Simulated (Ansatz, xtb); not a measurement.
C3H3: where a starting geometry ends

The starting geometry of this gas-phase doublet has its atoms placed at random.

```
atom    x (Å)    y (Å)    z (Å)
   C   1.4077  -0.0264  -1.4279
   C   0.4889  -0.6868   0.7603
   C   0.0419   0.3319  -0.0881
   H  -0.1099   0.2146  -1.2095
   H   0.3212  -0.0361   1.8030
   H   0.7371   1.5398   0.2903
```

Task: Guess where an optimisation with r2SCAN-D4/def2-SVP ends from this start.

Result: It ends as `[C]1=CC1`. Distances that change by over a tenth: C2–C3 (1.40 → 1.59 Å), C2–H5 (1.24 → 1.09 Å). Contacts that close: C1–C2 (2.46 → 1.29 Å), C1–C3 (1.95 → 1.49 Å), C3–H6 (1.44 → 1.10 Å).

The energy falls by 7.43 eV over 18 steps:

| step | E − E(last) (eV) |
| --- | --- |
| 1 | 7.427 |
| 3 | 4.891 |
| 5 | 2.946 |
| 7 | 1.338 |
| 9 | 0.647 |
| 10 | 0.629 |
| 12 | 0.382 |
| 14 | 0.046 |
| 16 | 0.001 |
| 18 | 0.000 |

Final geometry (Å):

```xyz
6

C     1.4643   -0.2715   -0.4473
C     0.7625   -0.4422    0.6185
C     0.3183    0.6759   -0.4192
H    -0.5724    0.4933   -1.0411
H     0.4398   -0.8518    1.5702
H     0.4743    1.7333   -0.1529
```

From the same start GFN2-xTB reaches the same bonding as this run.

From so rough a start the end depends on the optimiser's path, so another program may land elsewhere. The end wasn't checked by frequencies. Open shells are spin-unrestricted. Run with Ansatz 0.2.0, 76 s on 1 thread of Arm Neoverse V2, on a shared host.
